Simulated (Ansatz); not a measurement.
**Worked example: correlation energy of GaH₂⁻, triplet**

Geometry: displaced at random from a stationary point.

| atom | x (Å) | y (Å) | z (Å) |
| --- | --- | --- | --- |
| Ga | 0.0036 | -0.0222 | -0.0002 |
| H | -0.1613 | 0.7843 | -1.3876 |
| H | -0.0847 | 0.7519 | 1.4022 |

Basis aug-cc-pVDZ; Ansatz 0.2.0. Only valence electrons are correlated (noble-gas cores and the filled d shells of p-block atoms frozen), which leaves 6 electrons in 40 orbitals. Prefix R: restricted or restricted open-shell reference; prefix U: unrestricted. No spin–orbit coupling is included, and no scalar relativity.

Full CI isn't at hand for all of this; UCCSDT(Q) serves as the reference, and is uncertain by the last step of the cluster series or more.

UCCSD has a T1 diagnostic of 0.018 and a largest doubles amplitude of 0.04.

Runs differ by some tens of microhartree through their thresholds and, for an open shell, their frozen cores, so steps under 0.03 kcal/mol mean nothing.

Here the R and U totals at CCSDT(Q) differ by 0.18 kcal/mol, a measure of how far such totals hang on the determinant and its frozen core.

| level | total energy (hartree) |
| --- | --- |
| UHF | -1924.326850 |
| UMP2 | -1924.395675 |
| UCCSD | -1924.416888 |
| UCCSD(T) | -1924.419024 |
| UCCSDT | -1924.419732 |
| UCCSDT(Q) | -1924.419783 |

Q: What is the correlation energy at UCCSDT(Q), and what share of it do UMP2 and UCCSD recover?

A: E(corr) = -1924.419783 − (-1924.326850) = -0.092933 hartree = -2.529 eV. UMP2: -0.068825 / -0.092933 = 74.06 %. UCCSD: -0.090038 / -0.092933 = 96.88 %.

Q: By how many kcal/mol does UCCSD(T) miss UCCSDT(Q) (1 hartree = 627.509 kcal/mol), and which steps make up the rest?

A: -1924.419024 − (-1924.419783) = 0.000759 hartree = 0.48 kcal/mol. Steps: UCCSDT − UCCSD(T) = -0.44, UCCSDT(Q) − UCCSDT = -0.03 kcal/mol. That is within 1 kcal/mol of the reference in this basis, which itself misses far more of the correlation at the basis-set limit.
